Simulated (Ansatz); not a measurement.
## What each rung costs and misses: atomization of ClF₃, singlet

Geometry (MP2(full)/6-31G*, from the G2/97 set):

```json
{"atom": "Cl", "x (Å)": "0.0000", "y (Å)": "0.0000", "z (Å)": "0.3786"}
{"atom": "F", "x (Å)": "0.0000", "y (Å)": "0.0000", "z (Å)": "-1.2566"}
{"atom": "F", "x (Å)": "0.0000", "y (Å)": "1.7145", "z (Å)": "0.2751"}
{"atom": "F", "x (Å)": "0.0000", "y (Å)": "-1.7145", "z (Å)": "0.2751"}
```

Measured, as an electronic atomization energy: 125.4 kcal/mol (G2/97 heats of formation of molecule and atoms, with zero-point and thermal terms from B3LYP taken off; Curtiss et al., J. Chem. Phys. 106, 1063 (1997), Staroverov et al., J. Chem. Phys. 119, 12129 (2003)). The measured value holds scalar relativity and spin–orbit coupling, which all computed ones lack, and core correlation, which the wave-function levels lack. Atoms are taken at the same level; beside RHF, RMP2 and RCC rows they are unrestricted. Ansatz 0.2.0; the 6-31G* set has Cartesian d functions; a miss is computed less measured; times are wall times on shared hosts and scatter by a factor of two or so.

```csv
level,basis,miss (kcal/mol),time of the run,hardware
CISDTQ,STO-3G,-200.6,0.49 s,1 CPU thread
revPBE,STO-3G,-83.2,0.67 s,1 CPU thread
revPBE,cc-pV(D+d)Z,6.9,0.7 s,1 CPU thread
revPBE,6-31G*,9.2,0.79 s,1 CPU thread
PBE0,STO-3G,-120.0,0.82 s,1 CPU thread
B3LYP,STO-3G,-112.3,0.94 s,1 CPU thread
revPBE,6-31G,-62.1,1 s,1 CPU thread
B3LYP,6-31G*,-11.1,1.1 s,1 CPU thread
PBE0,6-31G*,-11.0,1.1 s,1 CPU thread
CAM-B3LYP,6-31G*,-10.9,1.2 s,1 CPU thread
PBE,cc-pV(T+d)Z,39.5,1.3 s,1 CPU thread
CAM-B3LYP,STO-3G,-118.8,1.3 s,1 CPU thread
PBE0,6-31G,-86.3,1.3 s,1 CPU thread
revPBE,cc-pV(T+d)Z,20.3,1.3 s,1 CPU thread
RHF,cc-pV(D+d)Z,-173.8,1.4 s,1 CPU thread
B3LYP,6-31G,-83.5,1.4 s,1 CPU thread
B3LYP,cc-pV(T+d)Z,1.1,1.8 s,1 CPU thread
r2SCAN,STO-3G,-100.6,1.9 s,1 CPU thread
B2PLYP,cc-pV(D+d)Z,-28.2,1.9 s,1 CPU thread
RCCSD(T),6-31G*,-34.5,2 s,1 CPU thread
B2PLYP,6-31G,-100.6,2.2 s,1 CPU thread
r2SCAN,cc-pV(D+d)Z,-1.6,2.2 s,1 CPU thread
CAM-B3LYP,cc-pV(T+d)Z,1.8,2.2 s,1 CPU thread
RCCSD(T),cc-pV(D+d)Z,-53.4,2.4 s,1 CPU thread
PBE0,cc-pV(T+d)Z,1.9,2.6 s (with forces),1 CPU thread
RPA-PBE,cc-pV(T+d)Z,-40.0,3.4 s,1 CPU thread
wB97M-V,cc-pV(D+d)Z,-12.1,3.9 s,1 CPU thread
wB97M-V,6-31G*,-8.5,3.9 s,1 CPU thread
wB97M-V,STO-3G,-117.9,4 s,1 CPU thread
B97M-V,cc-pV(T+d)Z,5.7,5.5 s,1 CPU thread
B2PLYP,STO-3G,-168.1,5.5 s,1 CPU thread
wB97M-V,6-31G,-86.8,6.5 s,1 CPU thread
wB97X-V,cc-pV(T+d)Z,1.3,7 s,1 CPU thread
wB97M-V,cc-pV(T+d)Z,3.6,7.5 s (with forces),1 CPU thread
BCCD(T),cc-pV(T+d)Z,-16.6,11 s,H100 + 2 CPU threads
RCCSD(T),cc-pV(Q+d)Z,-5.8,12 s,H100 + 2 CPU threads
PBE0,cc-pV(Q+d)Z,4.6,13 s,H100 + 2 CPU threads
PBE,cc-pV(Q+d)Z,41.6,14 s,H100 + 2 CPU threads
B2PLYP,cc-pV(Q+d)Z,2.1,16 s,H100 + 2 CPU threads
RCCSDT(Q),6-31G,-125.4,18 s,1 CPU thread
```

HF's time is that of a plain UHF run.

The smallest set from which on each level stays within 1 kcal/mol of its own cc-pV(Q+d)Z value: RHF none (cc-pV(T+d)Z is 3.4 kcal/mol off); PBE none (cc-pV(T+d)Z is 2.1 kcal/mol off); r2SCAN none (cc-pV(T+d)Z is 2.3 kcal/mol off); B3LYP none (cc-pV(T+d)Z is 2.5 kcal/mol off); wB97M-V none (cc-pV(T+d)Z is 2.2 kcal/mol off); B2PLYP none (cc-pV(T+d)Z is 5.7 kcal/mol off); RMP2 none (cc-pV(T+d)Z is 12.1 kcal/mol off); RCCSD(T) none (cc-pV(T+d)Z is 11.4 kcal/mol off).
